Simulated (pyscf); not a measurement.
## Four-centre exchange: H₃Si–SH (SMILES [SiH3]S) + H₂ (SMILES [H][H]) → H₃Si–SH (SMILES [SiH3]S) + H₂ (SMILES [H][H])

Gas phase, singlet surface, charge 0. Bonds broken: S1–H3, H7–H8. Bonds formed: S1–H7, H3–H8. Single points on ωB97X-D3(BJ)/def2-SVP structures (PySCF, gas phase).

Transition state (Å):

```xyz
8

S     -1.8461    -0.3909     0.6184
Si    -0.0658    -0.1675    -0.5210
H     -0.9876     0.2512     2.0533
H     -0.1223     1.0356    -1.3964
H      0.1997    -1.3671    -1.3623
H      1.0653    -0.0020     0.4523
H     -0.8539    -0.7324     2.0698
H     -0.3975    -0.1570     2.7784
```

One imaginary mode, 2712i cm⁻¹; descent along it reached the two sides named.

| bond | change | reactant side (Å) | saddle | product side |
|---|---|---|---|---|
| S1–H3 | breaks | 1.348 | 1.791 | 3.0 |
| H7–H8 | breaks | 0.761 | 1.020 | 3.6 |
| S1–H7 | forms | 3.0 | 1.791 | 1.348 |
| H3–H8 | forms | 3.6 | 1.020 | 0.761 |

Electronic energies relative to the separated reactants (kcal/mol):

```json
[
 {"level": "ωB97X-D3(BJ)/def2-TZVP", "barrier": "71.1", "reaction energy": "0.0", "reverse barrier": "71.1"},
 {"level": "PBE/def2-TZVP", "barrier": "58.3", "reaction energy": "0.0", "reverse barrier": "58.3"},
 {"level": "r²SCAN/def2-TZVP", "barrier": "62.9", "reaction energy": "0.0", "reverse barrier": "62.9"},
 {"level": "B3LYP-D3(BJ)/def2-TZVP", "barrier": "66.2", "reaction energy": "0.0", "reverse barrier": "66.2"},
 {"level": "PBE0-D3(BJ)/def2-TZVP", "barrier": "63.1", "reaction energy": "0.0", "reverse barrier": "63.1"},
 {"level": "M06-2X/def2-TZVP", "barrier": "71.4", "reaction energy": "0.0", "reverse barrier": "71.4"},
 {"level": "ωB97M-D3(BJ)/def2-TZVP", "barrier": "69.3", "reaction energy": "0.0", "reverse barrier": "69.3"},
 {"level": "HF/def2-TZVP", "barrier": "90.5", "reaction energy": "0.0", "reverse barrier": "90.5"}
]
```

With ωB97M-D3(BJ)/def2-TZVP energies and thermal terms (ideal gas, 1 atm, RRHO with modes under 100 cm⁻¹ raised to 100, one conformer, R ln 2 for chiral ones without a mode under 150 cm⁻¹), in kcal/mol:

| T (K) | ΔH‡ | ΔG‡ | ΔH | ΔG |
|---|---|---|---|---|
| 298 | 68.9 | 77.4 | 0.0 | 0.0 |
| 600 | 68.1 | 86.3 | 0.0 | 0.0 |
| 900 | 68.1 | 95.4 | 0.0 | 0.0 |
| 1200 | 68.4 | 104.5 | 0.0 | 0.0 |

The same reactants have a lower exit, to H₂S + SiH₄ (barrier +57.3 kcal/mol at ωB97M-D3(BJ)/def2-TZVP, against +69.3 kcal/mol here). Another saddle between the same species, by other bonds, lies lower (62.5 kcal/mol against 69.3 kcal/mol at ωB97M-D3(BJ)/def2-TZVP).
